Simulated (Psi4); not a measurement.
**C2HCl2F (SMILES FC=C(Cl)Cl): CCSD/6-31G(d) (spherical functions)**

What is the vertical singlet–triplet gap of C2HCl2F at CCSD/6-31G* (spherical functions)? 

The calculation is run with Psi4 1.11.

### 1 The structure to begin with

C2HCl2F: 6 atoms, total charge 0, spin state singlet. As SMILES, `FC=C(Cl)Cl`. Geometry: relaxed at PBE0-D4/def2-TZVP.

Bond lengths: F1–C2 1.325 Å, C2–C3 1.326 Å, C3–Cl4 1.703 Å, C3–Cl5 1.711 Å, C2–H6 1.082 Å. Angles: F1–C2–C3 121.8°, C2–C3–Cl4 122.7°, C2–C3–Cl5 120.2°, Cl4–C3–Cl5 117.2°, F1–C2–H6 114.8°, C3–C2–H6 123.4°.

### 2 The energy at CCSD/6-31G(d) (spherical functions)

Input file input.json:

```json
{
 "schema_name": "qcschema_input",
 "schema_version": 1,
 "molecule": {
  "schema_name": "qcschema_molecule",
  "schema_version": 2,
  "symbols": ["F", "C", "C", "Cl", "Cl", "H"],
  "geometry": [0.6989341, -2.74679251, 1.92103889, 0.63337951, -0.34716159, 1.20768617, -0.47146777, 0.36658797, -0.92589021, -1.89482839, -1.71430285, -2.92733695, -0.50948906, 3.48709272, -1.77037102, 1.5435094, 0.95459515, 2.49485422],
  "molecular_charge": 0,
  "molecular_multiplicity": 1,
  "fix_symmetry": "c1"
 },
 "driver": "energy",
 "model": {
  "method": "ccsd",
  "basis": "6-31G*"
 },
 "keywords": {
  "puream": true,
  "e_convergence": 1e-09,
  "d_convergence": 1e-08,
  "scf_type": "pk",
  "num_frozen_docc": 13
 }
}
```

On the command line:

```bash
$ psi4 --qcschema input.json -n 1 --memory 2200MB
```

stdout, cut to the lines that bear on the results:

```text
[...]
  Running in c1 symmetry.
[...]
  Nuclear repulsion =  265.257491659886568
[...]
  Multiplicity = 1
[...]
  Nalpha       = 28
  Nbeta        = 28
[...]
    Number of basis functions: 80
[...]
   @RHF iter   1: -1094.60837200832202   -2.09848e-01   3.73370e-03 DIIS/ADIIS
[...]
   @RHF iter  12: -1094.66159245320023   -4.77485e-12   3.90941e-09 DIIS
[...]
    Orbital Energies [Eh]
    ---------------------
    Doubly Occupied:
       1A   -104.852231     2A   -104.848523     3A    -26.336380
       4A    -11.364672     5A    -11.361404     6A    -10.591527
       7A    -10.587649     8A     -8.060252     9A     -8.056552
      10A     -8.056412    11A     -8.056377    12A     -8.052601
      13A     -8.052539    14A     -1.656441    15A     -1.233025
      16A     -1.124779    17A     -1.028764    18A     -0.829044
      19A     -0.760337    20A     -0.717371    21A     -0.707765
      22A     -0.617545    23A     -0.592017    24A     -0.571771
      25A     -0.498231    26A     -0.484693    27A     -0.465353
      28A     -0.371149
[...]
  @RHF Final Energy: -1094.66159245320023
   => Energetics <=
    Nuclear Repulsion Energy =            265.2574916598865684
    One-Electron Energy =               -2039.9673629882254318
    Two-Electron Energy =                 680.0482788751387488
    Total Energy =                      -1094.6615924532002282
[...]
 Multipole Moments:
 ------------------------------------------------------------------------------------
     Multipole            Electronic (a.u.)      Nuclear  (a.u.)        Total (a.u.)
 ------------------------------------------------------------------------------------
 L = 1.  Multiply by 2.5417464519 to convert [e a0] to [Debye]
 Dipole X            :         -0.7271965            1.0074456            0.2802491
 Dipole Y            :         -0.7271822            1.0798372            0.3526551
 Dipole Z            :         -1.1063448            1.5147033            0.4083585
 Magnitude           :                                                    0.6079982
[...]
      * MP2 total energy                      = -1095.338515299141136
[...]
      * CCSD total energy                     = -1095.374334515650617
[...]
```

The result, in JSON:

```text
{
 "driver": "energy",
 "model": {
  "method": "ccsd",
  "basis": "6-31G*"
 },
 "success": true,
 "return_result": -1095.3743345156506,
 "properties": {
  "calcinfo_nbasis": 80,
  "calcinfo_nmo": 80,
  "calcinfo_nalpha": 28,
  "calcinfo_nbeta": 28,
  "calcinfo_natom": 6,
  "nuclear_repulsion_energy": 265.25749165988657,
  "return_energy": -1095.3743345156506,
  "scf_one_electron_energy": -2039.9673629882254,
  "scf_two_electron_energy": 680.0482788751387,
  "scf_dipole_moment": [0.280249124127558, 0.3526550674519431, 0.40835853846908066],
  "scf_total_energy": -1094.6615924532002,
  "scf_iterations": 12,
  "mp2_same_spin_correlation_energy": -0.1830198435948251,
  "mp2_opposite_spin_correlation_energy": -0.4939030023467538,
  "mp2_singles_energy": -5.048315522243251e-27,
  "mp2_doubles_energy": -0.6769228459415789,
  "mp2_correlation_energy": -0.6769228459415789,
  "mp2_total_energy": -1095.3385152991411,
  "ccsd_same_spin_correlation_energy": -0.16651463111684417,
  "ccsd_opposite_spin_correlation_energy": -0.5462274313343114,
  "ccsd_singles_energy": 0.0,
  "ccsd_doubles_energy": -0.7127420624511556,
  "ccsd_correlation_energy": -0.712742062451156,
  "ccsd_total_energy": -1095.3743345156506,
  "ccsd_iterations": 16
 }
}
```

It took 23 s on 1 thread of Intel Xeon Platinum 8259CL at 2.50GHz (Skylake/Cascade Lake), shared host; peak memory 0.42 GiB.

### 3 The triplet at the same level

Input file calc.dat:

```
memory 2200 mb

molecule {
  0 3
  F      0.369860    -1.453540     1.016570
  C      0.335170    -0.183710     0.639080
  C     -0.249490     0.193990    -0.489960
  Cl    -1.002700    -0.907170    -1.549080
  Cl    -0.269610     1.845290    -0.936840
  H      0.816790     0.505150     1.320220
  units angstrom
  symmetry c1
  no_reorient
  no_com
}

set {
  reference       uhf
  puream          true
  e_convergence   1e-09
  d_convergence   1e-08
  scf_type        pk
  num_frozen_docc 13
  maxiter         100
}

e, wfn = energy('ccsd/6-31G*', return_wfn=True)
```

On the command line:

```bash
$ psi4 -n 1 calc.dat calc.out
```

calc.out, cut to the lines that bear on the results:

```text
[...]
  Running in c1 symmetry.
[...]
  Nuclear repulsion =  265.257491662507050
[...]
  Multiplicity = 3
[...]
  Nalpha       = 29
  Nbeta        = 27
[...]
    Number of basis functions: 80
[...]
   @UHF iter   1: -1094.46892984333181   -7.04055e-02   3.42443e-03 DIIS/ADIIS
[...]
   @UHF iter  16: -1094.53813730133152    0.00000e+00   4.04721e-09 DIIS
[...]
   @S^2 Observed:                2.030141703E+00
[...]
    Orbital Energies [Eh]
    ---------------------
    Alpha Occupied:
       1A   -104.861077     2A   -104.854650     3A    -26.328672
       4A    -11.358755     5A    -11.329865     6A    -10.599314
       7A    -10.592941     8A     -8.066383     9A     -8.065884
      10A     -8.064320    11A     -8.060090    12A     -8.059627
      13A     -8.057903    14A     -1.651631    15A     -1.258318
      16A     -1.129808    17A     -1.059869    18A     -0.840259
      19A     -0.754850    20A     -0.753785    21A     -0.717913
      22A     -0.643869    23A     -0.620413    24A     -0.589671
      25A     -0.503921    26A     -0.501680    27A     -0.469245
      28A     -0.464700    29A     -0.263096
    Alpha Virtual:
[...]
  @UHF Final Energy: -1094.53813730133152
   => Energetics <=
    Nuclear Repulsion Energy =            265.2574916625070500
    One-Electron Energy =               -2039.8091341688539160
    Two-Electron Energy =                 680.0135052050153490
    Total Energy =                      -1094.5381373013315169
  UHF NO Occupations:
  HONO-2 :   27  A 1.9938053
  HONO-1 :   28  A 1.0000000
[...]
 Multipole Moments:
 ------------------------------------------------------------------------------------
     Multipole            Electronic (a.u.)      Nuclear  (a.u.)        Total (a.u.)
 ------------------------------------------------------------------------------------
 L = 1.  Multiply by 2.5417464519 to convert [e a0] to [Debye]
 Dipole X            :         32.2434071          -32.0680098            0.1753972
 Dipole Y            :         -6.0768976            6.4874487            0.4105511
 Dipole Z            :         58.5943504          -58.3860555            0.2082949
 Magnitude           :                                                    0.4926492
[...]
      * MP2 total energy                      = -1095.172803976133309
[...]
      * CCSD total energy                     = -1095.218555474943059
[...]
```

It took 59 s on 1 thread of Intel Xeon Platinum 8259CL at 2.50GHz (Skylake/Cascade Lake), shared host; peak memory 0.42 GiB.

### 4 Results

Level: CCSD/6-31G* (spherical functions), 13 core orbitals frozen.

| quantity | value |
| --- | --- |
| singlet: total energy | -1095.37433 Eh |
| singlet: HOMO energy (Hartree–Fock orbitals) | -10.10 eV |
| singlet: LUMO energy (Hartree–Fock orbitals) | 3.94 eV |
| singlet: HOMO–LUMO gap (Hartree–Fock orbitals) | 14.04 eV |
| singlet: correlation energy (13 core orbitals frozen) | -712.7 mEh |
| singlet: T1 diagnostic | 0.011 |
| triplet: total energy | -1095.21856 Eh |
| triplet: HOMO energy (Hartree–Fock orbitals) (highest over α and β) | -7.16 eV |
| triplet: LUMO energy (Hartree–Fock orbitals) (lowest over α and β) | 0.59 eV |
| triplet: correlation energy (13 core orbitals frozen) | -680.4 mEh |
| triplet: ⟨S²⟩ of the reference determinant | 2.030 |
| triplet: T1 diagnostic | 0.026 |
| vertical energy of the triplet above the singlet | 4.239 eV |

At this shape the triplet lies 4.24 eV (98 kcal/mol) above the singlet.
